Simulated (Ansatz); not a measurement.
This geometry of C₂H₄FS (8 atoms, charge 1, multiplicity 1) is a first-order saddle point.

The calculation used RKS PBE/def2-SVP (Ansatz).

```xyz
8
Properties=species:S:1:pos:R:3
F -1.208 0.641 1.012
C -0.168 0.857 0.134
C 0.616 -0.441 0.192
S 0.222 -1.865 -0.532
H -0.552 1.061 -0.890
H 0.464 1.703 0.476
H 1.492 -0.522 0.869
H -0.867 -1.434 -1.261
```

(1) Which two structures does it join? (They come from a converged band through this point; their orientation in space is the band's.)

(2) How far does it lie above each of them?

## Answers

(1) No bond is made or broken. The dihedral F1–C2–C3–S4 goes from 0 to 180°.

First end point:

```xyz
8
Properties=species:S:1:pos:R:3
F -1.457 0.605 -0.006
C -0.116 0.813 -0.087
C 0.668 -0.431 0.020
S 0.026 -1.939 0.218
H 0.159 1.314 -1.054
H 0.235 1.514 0.717
H 1.773 -0.365 -0.034
H -1.288 -1.511 0.226
```

Last end point:

```xyz
8
Properties=species:S:1:pos:R:3
F 0.758 1.872 -0.237
C -0.111 0.850 -0.089
C 0.593 -0.451 0.026
S -0.010 -1.979 0.219
H -0.753 0.999 0.821
H -0.825 0.803 -0.956
H 1.703 -0.416 -0.023
H -1.355 -1.678 0.240
```

(2) 0.58 eV above the first and 0.24 eV above the second. This is the barrier of this one path; another mechanism may lie lower. Limits of this set-up: the dipole of an ion depends on the origin.

The run took 89 s on 1 thread of Arm Neoverse V1, on a shared host, peak memory 0.25 GiB.
